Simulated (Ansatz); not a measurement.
Species: LiH, charge -1, multiplicity 2. 
Structure (B3LYP-D3(BJ)/def2-TZVP (Ansatz, a program for electronic structure) minimum search):
```xyz
2

Li     0.0000     0.0000    -0.4240
H      0.0000     0.0000     1.2719
```
Charge -1, spin multiplicity 2.

Basis-set convergence of Hartree-Fock and CCSD(T) correlation energies (hartree) with Ansatz. Correlated levels leave the core frozen unless marked. Open shells are spin-unrestricted. No spin-orbit coupling. No relativistic terms. This anion needs diffuse functions, which these sets lack.

| basis | functions | E(HF) | E(corr, CCSD(T)) |
|---|---|---|---|
| def2-SVP | 14 | -7.96710 | -0.02731 |
| def2-TZVPP | 33 | -7.98171 | -0.03680 |
| def2-QZVPP | 65 | ___ | ___ |

### Question
Some entries are withheld; supply them.

### Answer

- def2-QZVPP, E(HF): -7.99371
- def2-QZVPP, E(corr, CCSD(T)): -0.03864
